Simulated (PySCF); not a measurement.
Gas-phase reaction: 2 Si(OH)₄ + H₂SiO ⇌ 3 SiO(OH)₂ + 4 H

Method: PySCF energies plus ideal-gas RRHO corrections (1 bar). † marks an energy on the PBE0/def2-TZVP geometry and frequencies; other levels use their own. 6-31G* has spherical d functions here. Open shells (unrestricted): H (multiplicity 2); the rest are closed-shell singlets. B3LYP is the form with VWN-RPA correlation. H₂SiO, SiO(OH)₂: computed as isolated molecules; such fragments, hydroxides, amides, oligomers or adducts are transient or little studied in the gas.

B3LYP/6-31G* gives ΔH°(298 K) = 1209 kJ.

Task: What do HF/6-31G*, PBE0/def2-SVP†, PBE/def2-SVP give?

Result: HF/6-31G*: 1055 kJ; PBE0/def2-SVP†: 1222 kJ; PBE/def2-SVP: 1165 kJ. For scale, ΔH°(298 K) is 1209 kJ at this level, 1216 kJ at ωB97M-V/def2-TZVP†, and runs from 1055 to 1281 kJ over the 20 levels computed († marks an energy on the PBE0/def2-TZVP geometry).
